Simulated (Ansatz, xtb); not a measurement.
Relative energy of two isomers of CH5BN−

We compare a, `C=[BH-]N`, a singlet, with b, `[BH2-]=NC`, a singlet. Both are isolated ions in the gas phase, relaxed with r2SCAN-D4/def2-SVPD; the shapes shown needn't be the lowest conformers.

a (Å):

```xyz
8

C    -0.7805    1.5129    2.1473
B    -1.0534    0.7226    0.9421
N    -0.3972    0.9236   -0.3857
H    -0.0782    2.3660    2.1745
H    -1.8527   -0.2262    0.9343
H    -1.2310    1.2954    3.1263
H    -0.9623    0.7225   -1.2044
H     0.0573    1.8254   -0.5069
```

b (Å):

```json
{"atom": "C", "x (Å)": "-1.8004", "y (Å)": "1.4452", "z (Å)": "1.0234"}
{"atom": "B", "x (Å)": "0.5289", "y (Å)": "0.8839", "z (Å)": "0.6581"}
{"atom": "N", "x (Å)": "-0.5410", "y (Å)": "1.6891", "z (Å)": "0.4004"}
{"atom": "H", "x (Å)": "0.4615", "y (Å)": "-0.0954", "z (Å)": "1.4428"}
{"atom": "H", "x (Å)": "1.6331", "y (Å)": "1.0745", "z (Å)": "0.1298"}
{"atom": "H", "x (Å)": "-2.1518", "y (Å)": "2.3180", "z (Å)": "1.6235"}
{"atom": "H", "x (Å)": "-1.8216", "y (Å)": "0.5601", "z (Å)": "1.7187"}
{"atom": "H", "x (Å)": "-2.6143", "y (Å)": "1.2731", "z (Å)": "0.2795"}
```

Energies in hartree; the thermal terms are from r2SCAN-D4/def2-SVPD harmonic frequencies (ideal gas, rigid rotor, one conformer each, 298.15 K, 1 atm) and include the zero-point energy:

|  | a | b |
| --- | --- | --- |
| E, CCSD(T)/def2-SVPD | −120.309480 | −120.300187 |
| E, MP2/def2-SVPD | −120.259210 | −120.248292 |
| E, MP2/def2-TZVPPD | −120.468539 | −120.454482 |
| zero-point energy | 0.060928 | 0.059655 |
| H(298 K) − E | 0.066347 | 0.064713 |
| G(298 K) − E | 0.035847 | 0.034766 |

Task: Correct the CCSD(T) difference for the basis set by the MP2 change, then work out ΔE, ΔE₀, ΔH and ΔG for a → b in kJ/mol (1 Eh = 2625.50 kJ/mol) and the equilibrium ratio [b]/[a].

Result: 1. Differences b − a: CCSD(T) +0.009293, MP2 in the small set +0.010918, MP2 in the large set +0.014057 Eh.
2. ΔE = +0.009293 + (+0.014057 − (+0.010918)) = +0.012432 Eh = +32.64 kJ/mol.
3. ΔE₀ = ΔE + ΔZPE = +0.012432 + (−0.001273) Eh = +29.30 kJ/mol.
4. ΔH = ΔE + (−0.001634) Eh = +28.35 kJ/mol.
5. ΔG = ΔE + (−0.001081) Eh = +29.80 kJ/mol, so ΔS = (ΔH − ΔG)/T = −4.9 J/(mol K).
6. kT = 0.9442 mEh, so K = [b]/[a] = exp(−ΔG/kT) = exp(−12.02) ≈ 6.0 × 10^−6.

Structure a is favoured at this temperature. An error of 4 kJ/mol in ΔG would change K by a factor of 5. GFN2-xTB, HF/STO-3G gave ΔE the other sign. Mirror images and further conformers aren't counted.

As drawn, b has 1 B=N, 1 C–N, 1 B–H, 1 C–H in place of 1 C=B, 1 B–N, 2 N–H.

Other levels gave ΔE = −109.4 (GFN2-xTB); −35.5 (HF/STO-3G, GFN2-xTB geometries); +23.4 (r2SCAN-D4/def2-SVPD//GFN2-xTB); +24.7 (r2SCAN-D4/def2-SVPD); +29.3 (HF/def2-SVPD); +28.7 (MP2/def2-SVPD); +24.4 (CCSD(T)/def2-SVPD) kJ/mol. The correlated steps freeze 3 core orbitals. Programs: Ansatz 0.2.0, xtb 6.7.1.
